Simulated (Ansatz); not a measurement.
Run this with the Ansatz DFT code, driven from Python and show what comes out.

`relaxed_scan_bh5si.py`
```python
"""Relaxed scan of one distance in BH5Si."""

import ansatz
from ase import Atoms
import numpy as np


def main() -> None:
    atoms = Atoms(["B", "Si", "H", "H", "H", "H", "H"], positions=[
        [-0.0282, -1.1807, 0.2088],
        [0.0362, 0.7676, -0.1422],
        [-1.1661, -1.6533, 0.2763],
        [0.9831, -1.7658, 0.3061],
        [-0.6221, 1.0752, -1.4332],
        [-0.622, 1.5178, 0.9479],
        [1.4803, 1.1712, -0.2095],
    ])
    bh5si = ansatz.Crystal.molecule_from_ase(atoms)

    calculation = (
        bh5si.calculation()
        .basis(gaussian="def2-SVP")  # the orbital basis, by name
        .functional("pbe0", dispersion="d4")
        .scf(lower_state_search="light")
    )
    symbols = [site.symbol for site in bh5si.cartesian_sites]
    pairs = [(0, 1), (0, 2), (0, 3), (1, 4), (1, 5), (1, 6)]
    print("held (A)   E (eV)        ", "  ".join(f"{symbols[i]}{i}-{symbols[j]}{j}" for i, j in pairs))
    for length in [1.38, 1.5, 1.62, 1.8, 2.03]:
        data = calculation.relax(constraints=[ansatz.DistanceConstraint((1, 6), at=length)], force_tolerance=0.02, max_steps=60).run(threads=1).report
        xyz = np.array(data["positions_ang"])
        print(f"{length:6.2f} {data['free_energy_ev']:14.5f}  ", "  ".join(f"{np.linalg.norm(xyz[i] - xyz[j]):.3f}" for i, j in pairs))


if __name__ == "__main__":
    main()
```

```console
$ python relaxed_scan_bh5si.py
held (A)   E (eV)         B0-Si1  B0-H2  B0-H3  Si1-H4  Si1-H5  Si1-H6
DeckWarning: relax.constraints: the input's atoms, or those drawn, lie off the distances that are held; a relaxation that starts there is brought onto them ahead of its first SCF, by positions alone, an atom by 6.05e-2 Å at the most. With the symmetry detection on, the symmetry is detected on the input's atoms as so [...]
  1.38    -8626.22876   2.016  1.209  1.209  1.501  1.501  1.380
  1.50    -8626.36909   2.016  1.209  1.208  1.501  1.501  1.500
  1.62    -8626.25429   2.014  1.209  1.208  1.499  1.499  1.620
  1.80    -8625.83387   2.014  1.210  1.207  1.498  1.498  1.800
  2.03    -8625.11786   2.012  1.209  1.205  1.496  1.496  2.030
```
(Warnings from the package without file and line, shortened, repeats left out.)

The settings weren't tested for convergence. The energies are electronic: no zero-point or thermal terms, and the basis set is short of its limit. It ran for 34 s on 1 thread of Arm Neoverse V2, with other jobs on the host, peak memory 0.19 GiB.
